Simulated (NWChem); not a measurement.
**Basis-set convergence for hydrogen fluoride (HF)**

SMILES: F
```xyz
2

F      0.0000     0.0000     0.0932
H      0.0000     0.0000    -0.8391
```
Charge 0, spin multiplicity 1.

Program: NWChem. All single points use one geometry, from PBE/def2-SVP, a minimum by its harmonic frequencies.

Quantity: vertical ionisation energy at the level ΔCCSD(T) (Δ: difference of total energies, the cation a doublet at the parent's geometry with its hole in an orbital of symmetry b2 (C2v labels); it is the state that the SCF runs reached, from PBE0 orbitals for Hartree-Fock references, and need not be the lowest).

The correlated methods keep 1 core orbital frozen. The Pople sets run with spherical d functions. No SCF solution was tested for a lower state. Open-shell Hartree-Fock references start from PBE0 orbitals.

```csv
basis,functions,vertical ionisation energy (eV)
STO-3G,6,10.95
3-21G,11,14.46
6-31G*,16,15.39
pcseg-1,19,15.81
def2-SVP,19,15.53
6-31+G*,20,15.88
6-311++G**,29,15.82
aug-cc-pVDZ,32,16.00
def2-TZVP,37,15.92
def2-TZVPD,49,16.02
```

Smallest basis within 0.05 eV of def2-TZVPD, the largest set run: aug-cc-pVDZ, with 32 functions against 49. def2-TZVPD isn't the basis-set limit itself, and a small set can land close by cancellation.
